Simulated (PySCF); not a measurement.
Molecule: SMILES c1c(S)scc1, C₄H₄S₂.

Cartesian coordinates in Å; atom numbers follow the order of the lines, from 1:
```xyz
10

S     2.3793   -0.0927   -1.2952
C     0.8034    0.0610   -0.5339
C     0.1643   -0.8713    0.2495
C    -1.1419   -0.4657    0.6343
C    -1.4766    0.7672    0.1350
S    -0.2155    1.4334   -0.8158
H     3.0636    0.7202   -0.4557
H     0.6346   -1.8127    0.5355
H    -1.8075   -1.0596    1.2620
H    -2.4037    1.3202    0.2845
```

Geometry PBE0-D3(BJ)/def2-SVP throughout; GIAO in PySCF, gas phase, one conformer, non-relativistic; equivalent atoms averaged; basis pcSseg-2.

(1) How do the shifts δ (against CS2, TMS at the same level) depend on the functional? (a selection of nuclei; ppm; last column core-seconds on shared hosts with different chips, so compare them loosely)

(2) Which nucleus among those listed moves most, in ppm?

Answers

(1) 
```csv
functional,kind,S6,S1,C5,C3,C2,H10,H8,H9,H7,core-s
HF,Hartree–Fock,244.5,-83.7,148.1,148.0,142.8,7.66,7.53,7.05,3.54,17
LDA,LDA,323.8,-67.8,145.1,150.3,143.5,7.39,7.38,7.16,3.82,35
PBE,GGA,300.9,-57.0,139.9,145.1,137.9,7.36,7.34,7.11,3.61,48
BLYP,GGA,315.4,-39.5,140.8,145.2,140.5,7.28,7.28,7.02,3.55,48
BP86,GGA,302.9,-53.9,139.9,144.8,138.2,7.34,7.32,7.09,3.59,48
OPBE,GGA,272.4,-66.4,134.5,140.2,130.9,7.43,7.41,7.19,3.58,46
KT2,GGA,277.2,-50.6,131.9,136.9,129.0,7.30,7.25,7.03,3.69,76
KT3,GGA,270.5,-46.1,130.6,135.4,127.9,7.30,7.25,7.02,3.57,71
B97-D,GGA,297.0,-43.8,136.2,140.5,135.2,7.30,7.28,7.04,3.58,72
B3LYP,global hybrid,304.7,-53.8,144.3,147.4,143.0,7.40,7.36,7.06,3.53,46
PBE0,global hybrid,287.7,-72.1,143.7,147.5,140.7,7.49,7.43,7.15,3.59,49
mPW1PW91,global hybrid,288.6,-70.6,144.2,147.7,141.2,7.48,7.42,7.13,3.55,47
WP04,global hybrid,296.3,-35.8,145.7,147.1,145.7,7.25,7.14,6.86,3.20,59
B97-2,global hybrid,283.2,-63.3,140.5,144.2,138.2,7.43,7.39,7.10,3.55,33
BHandHLYP,global hybrid,285.6,-68.2,147.4,149.0,145.0,7.52,7.44,7.07,3.54,32
CAM-B3LYP,range-separated hybrid,303.4,-64.3,148.3,150.5,146.7,7.50,7.43,7.08,3.52,47
wB97X-D,range-separated hybrid,290.4,-70.5,146.4,149.2,144.0,7.53,7.44,7.11,3.50,48
LC-wPBE,range-separated hybrid,284.2,-86.9,151.7,153.9,147.8,7.65,7.52,7.15,3.43,61
```

(2) S6 (aromatic ring sulfur): from 244.5 ppm with HF to 323.8 ppm with LDA. The smallest spread is 0.33 ppm, at H9. Proton shifts span only some 12 ppm, so a few tenths of a ppm matter as much there as several ppm in carbon.
